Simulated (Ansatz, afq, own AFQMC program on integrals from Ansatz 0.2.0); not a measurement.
**CH$_{2}$B, doublet → CH$_{2}$B, quartet**

| atom | x (Å) | y (Å) | z (Å) |
| --- | --- | --- | --- |
| B | 0.0000 | 0.0000 | 0.8265 |
| C | 0.0000 | 0.0000 | -0.5553 |
| H | 0.0000 | -0.9252 | -1.1237 |
| H | 0.0000 | 0.9252 | -1.1237 |

Connectivity, by distances: B–CH2.

E(quartet, charge +0) − E(doublet, charge +0) at this geometry, on ROHF and UHF determinants.

Basis aug-cc-pVDZ. Noble-gas cores (and the filled d shells of Ga–Kr and In–Xe) are frozen. AFQMC by an in-house program on the Cholesky factors that Ansatz 0.2.0 writes for its CCSD(T) run. ph-AFQMC/CISD is guided by a CISD state made of CCSD amplitudes; releasing the constraint for a short imaginary time cuts its bias at the price of noise, slowly where states lie close. ± is one standard error of the sampling. The errors of all members are added in quadrature.

No full CI on the walks' own integrals is used here; CCSDT(Q) serves as the reference and is uncertain by about the last step of the cluster series. Each member takes its own surest rung, up to full CI.

Errors are counted within aug-cc-pVDZ, not against nature.

Cautions: CH₂B (doublet): a spin-contaminated unrestricted determinant lies lower (UHF 152 meV lower, ⟨S²⟩ 0.91), its ph-AFQMC/CISD value lies 24 ± 4 meV above CCSDT(Q); CH₂B (quartet): another spin lies lower.

Reference (CCSDT(Q)): 232.8 kJ/mol.

| level | vertical spin gap (kJ/mol) | error against CCSDT(Q) (kJ/mol) |
| --- | --- | --- |
| HF | 115.2 | -117.5 |
| MP2 | 224.7 | -8.1 |
| CCSD | 220.9 | -11.8 |
| CCSD(T) | 231.3 | -1.4 |
| CCSDT | 231.9 | -0.9 |
| ph-AFQMC/CISD | 230.8 ± 0.5 | -1.9 ± 0.5 |
| released AFQMC | 232.5 ± 0.4 | -0.3 ± 0.4 |

Correlation beyond CCSD(T) adds 1.4 kJ/mol. The perturbative (T) step is worth +10.4 kJ/mol.

A walk keeps the symmetry of its determinant, which the program's search chose and which needn't be the lowest solution, so a lower state of the same spin and another symmetry isn't excluded. Released energies are given only where the last usable release times agree within the noise; a slower fall can still hide under it.
